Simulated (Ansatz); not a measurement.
```xyz
12

C     1.4000    0.0000    0.0000
C     0.7000    1.2124    0.0000
C    -0.7000    1.2124    0.0000
C    -1.4000    0.0000    0.0000
C    -0.7000   -1.2124    0.0000
C     0.7000   -1.2124    0.0000
H     3.8000    0.0000    0.0000
H     1.2425    2.1521    0.0000
H    -1.2425    2.1521    0.0000
H    -2.4850    0.0000    0.0000
H    -1.2425   -2.1521    0.0000
H     1.2425   -2.1521    0.0000
```

Basis set: def2-SVP. Charge 0. Computed with Ansatz (development build ahead of 0.2.0); the lowest solution found for each multiplicity.

Task: How do the multiplicities compare at this shape? Give, from the lowest of each method, PBE0 (unrestricted) for 1, 3; PBE0 (restricted) for 1, 3; HF (unrestricted) for 1, 3; HF (restricted) for 1, 3.

Result:

```
            method  multiplicity  E (eV)  <S²>
PBE0, unrestricted             1   0.000  0.72
PBE0, unrestricted             3   0.648  2.01
  PBE0, restricted             1   0.000  0.00
  PBE0, restricted             3   0.234  2.00
  HF, unrestricted             1   0.000  1.58
  HF, unrestricted             3   0.420  2.69
    HF, restricted             1   1.457  0.00
    HF, restricted             3   0.000  2.00
```

Caution: other spin multiplicities may lie lower. Caution for PBE0, unrestricted, PBE0, restricted: charge can spread falsely over distant fragments. Caution for PBE0, unrestricted, HF, unrestricted: the unrestricted determinant is spin contaminated. Caution for PBE0, restricted, HF, restricted: an unrestricted determinant lies well below. Caution for HF, unrestricted: the unrestricted determinant is a mixture of spin states.
